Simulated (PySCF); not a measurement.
## Which determinant of Si₂⁺ lies lowest?

Unrestricted PBE0; Si def2-TZVPPD; no relativity (PySCF 2.14). Outer shells of the fragments: Si+ 3s2 3p1; Si 3s2 3p2.

Followed along the bond (rough minima from three points):

```tsv
2Ms+1	unpaired	⟨S²⟩ at the start	R at minimum (Å)	Te (eV)
4	σ ↑, π ↑↑	3.75	2.28	0.00
2	σ ↓, π ↑↑	1.79	2.27	0.30
2	σ ↑, π ↑↓	1.77	2.28	0.36
2	π ↑	0.75	2.47	0.68
2	σ ↑	0.76	2.32	1.10
```

Solutions found at the starting distance of 2.330 Å, counted from the lowest of them; the search is not exhaustive and high or unbound solutions are not listed, so other states can lie among these:

| 2Ms+1 | unpaired | term | E (eV) | ⟨S²⟩ | ⟨Lz²⟩ |
| --- | --- | --- | --- | --- | --- |
| 4 | σ ↑, π ↑↑ | ⁴Σ⁻ | 0.00 | 3.75 | 0.00 |
| 2 | σ ↓, π ↑↑ | mixed | 0.31 | 1.79 | 0.00 |
| 2 | σ ↑, π ↑↓ | mixed | 0.35 | 1.77 | 2.03 |
| 2 | π ↑ | ²Π | 0.76 | 0.75 | 1.01 |
| 2 | σ ↑ | mixed | 1.09 | 0.76 | 2.00 |
| 2 | π ↑ | ²Π | 1.68 | 0.76 | 1.01 |
| 4 | σ ↑, π ↑↑ | mixed | 2.37 | 3.76 | 2.02 |
| 4 | π ↑↑↑ | ⁴Π | 2.82 | 3.76 | 1.01 |
| 4 | π ↑↑, δ ↑ | ⁴Δ | 8.63 | 3.76 | 4.00 |

A term symbol is given only where ⟨S²⟩ and ⟨Lz²⟩ are close to those of a pure state; real π, δ and φ orbitals otherwise mix terms, and g/u labels are left off.
